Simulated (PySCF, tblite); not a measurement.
# 1-cyano propargyl radical (C₄H₂N) radical: geometry, infrared bands and EPR parameters

Wanted: the infrared bands and EPR parameters of 1-cyano propargyl radical (C₄H₂N) radical (`C#C[CH]C#N`), by calculation.

Computed with tblite 0.8.0 and PySCF 2.14.0, with density-fitted response routines of our own, on a single molecule in the gas phase. Atoms are numbered from 0 throughout.

### 1 The starting structure

7 atoms, charge 0, multiplicity 2; geometry from: force field or distance geometry start.

Bonds of the start (Å): C0–C1 1.23, C1–C2 1.47, C2–C3 1.48, C3–N4 1.18, C0–H5 1.05, C2–H6 1.13.

### 2 Relaxing the molecule with GFN2-xTB

What the job is given:

```
{"job": {"kind": "relax", "xc": "GFN2-xTB", "basis": "xTB"}, "charge": 0, "multiplicity": 2}
C      1.825800    -0.496000     0.322300
C      0.770200     0.131000     0.275400
C     -0.493000     0.874200     0.253500
C     -1.647700    -0.043700     0.313800
N     -2.543000    -0.802700     0.380400
H      2.718100    -1.046900     0.343100
H     -0.627000     1.389000    -0.744600
```

Started as:

```bash
> OMP_NUM_THREADS=1 python probes_run.py task.json out
```

The driver reads the jobs from task.json and runs them one after another.

**Question.** This job is followed by: GFN2-xTB harmonic vibrations, gas phase; PBE0-D3(BJ)/def2-SVP geometry optimisation, gas phase; UKS B3LYP, IGLO-III on C N, pcH-1 on H, non-relativistic, mean-field spin-orbit, GIAO. Predict these results of the whole session: strongest single infrared mode (GFN2-xTB); zero-point energy (GFN2-xTB); point group; rotational constants (main isotopes); g(iso) (B3LYP); ⟨S²⟩; largest a(iso); surface potential, 1st and 99th percentile.

As calculated:

| quantity | value |
| --- | --- |
| strongest single infrared mode (GFN2-xTB) | 2274 cm⁻¹, 103 km/mol |
| zero-point energy (GFN2-xTB) | 25.4 kcal/mol |
| point group | Cs |
| rotational constants (main isotopes) | 29.25, 2.79, 2.54 GHz |
| g(iso) (B3LYP) | 2.00297 |
| ⟨S²⟩ | 0.775 (exact 0.75) |
| largest a(iso) | 13C on C1, -59.3 MHz |
| surface potential, 1st and 99th percentile | -1.63 V and 2.10 V |

What this shows: Over 38 steps the energy fell by 0.937 eV; of the close pairs, C2–C3 changed most, 1.476 to 1.379 Å (GFN2-xTB). All 15 modes are real, so the xTB geometry is a minimum. The strongest single mode, at 2274 cm⁻¹, moves mainly C3 and N4. GFN2-xTB is a fitted tight-binding method: band positions and strengths are rough. Its intensities can rank the bands wrongly. Relaxing lowered the energy by 0.259 eV in 6 steps; the close pair that moved most is C2–C3, from 1.334 to 1.405 Å (PBE0/def2-SVP). C2 carries the largest spin population, 0.67 e. The isotropic g lies 0.6 ppt above the free-electron value.
